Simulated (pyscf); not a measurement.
H₃Si–SiH₃ + H₂O → HO–SiH₂–SiH₃ + H₂, a four-centre exchange (singlet surface; H–Si, H–O broken, O–Si, H–H formed). Optimised with ωB97X-D3(BJ)/def2-SVP in PySCF. Energies in eV from the separated reactants.

Small-basis levels: PySCF, no dispersion term, spherical d functions. AM1 to PM7: differences of heats of formation from MOPAC, which are fitted to 298 K values and so differ in kind from electronic energies by zero-point and thermal terms. Cost: rough CPU time at the saddle relative to B3LYP/6-31G*, from one job on a shared machine.

```
level                   barrier  reaction energy        cost
----------------------  -------  ---------------  ----------
HF/3-21G                   2.01            -0.74        0.06
PBE/6-31G*                 1.30            -0.64           1
B3LYP/STO-3G               1.77            -0.47         0.6
B3LYP/LANL2DZ              2.00            -0.21         0.7
M06-2X/6-31G*              1.57            -0.73           2
B3LYP/def2-SVP             1.53            -0.52           1
PM3                        2.12            -1.42  under 0.02
ωB97M-D3(BJ)/def2-TZVP     1.57            -0.61           –
```

Against the last row the barrier runs from -0.26 (PBE/6-31G*) to +0.55 eV (PM3). ωB97M-D3(BJ)/def2-TZVP has limits of its own. HO–SiH₂–SiH₃ lies 1.17 eV over its isomer H₃Si–O–SiH₃ (electronic energy, ωB97M-D3(BJ)/def2-TZVP). This is the saddle that the search found; another between the same sides may lie lower.
